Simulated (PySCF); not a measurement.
An unknown is described by computed data only.

Elements present: Al, C and H. Monoisotopic mass: 59.0447 u (electron mass counted); charge -1.

| Property | Result |
| --- | --- |
| XPS | C1s 284.6, C1s 286.3, Al1s 1559.6 eV [ΔSCF SCAN, pcX-2 on the ionised atom, pcseg-1 elsewhere, spin-free X2C] |
| 13C NMR | chemical shifts (computed TMS as zero) by class: 17.4 (1 C), 6.8 (1 C) ppm [GIAO PBE/pcSseg-2] |
| Rotational structure | rotational constants A, B, C: 21.632, 4.407, 4.061 GHz [PBE0-D3(BJ)/def2-SVP] |
| NMR, other nuclei | isotropic shieldings of nuclei other than C and H, by class: 439 (1 Al) ppm [GIAO PBE/pcSseg-2] |
| 1H NMR | chemical shifts (computed TMS as zero) by class: 3.68 (3 H), 1.22 (3 H), -0.28 (2 H) ppm [GIAO PBE/pcSseg-2] |

The electronic properties come from PySCF, for the isolated species, density fitting. Levels stand in brackets. Isolated species at its PBE0-D3(BJ)/def2-SVP geometry, gas phase. The geometry's basis has no diffuse functions, a weakness for an anion. No diffuse functions stand in pcSseg-2, which bears on an anion's orbital energies. NMR classes are plain means over equivalent atoms (diastereotopic ones count apart unless rotation or inversion swaps them), as if these changed places fast.

Problem. Which formula fits the mass and the elements?

Solution. C2H8Al (calculated 59.0447). No other formula that holds each of these elements comes within 0.0003 u with a fitting electron parity and a possible valence count.

Problem. Give a SMILES that accounts for the data.

Solution. Numbering: `[CH3:1][CH2:2][AlH3-:3]`. 2 carbons fall into 2 classes; from least to most shielded: methyl carbon [C1] (17.4 ppm), chain CH2 carbon [C2] (6.8 ppm). Hydrogen classes from least to most shielded: 3 H on an aluminium bonded to C and 3 H, Al3 (3.68 ppm), 3 H on a methyl carbon, C1 (1.22 ppm), 2 H on a chain CH2 carbon, C2 (-0.28 ppm). The other shieldings belong to: 439 ppm, aluminium bonded to C and 3 H [Al3]. The core levels belong to: C1s 284.6 eV, chain CH2 carbon [C2]; C1s 286.3 eV, methyl carbon [C1]; Al1s 1559.6 eV, aluminium bonded to C and 3 H [Al3]. The optimised geometry has point group Cs and is an asymmetric top. Structure: `C[CH2][AlH3-]`. The assignments are read from this structure; whether some other isomer fits the data as well wasn't checked.
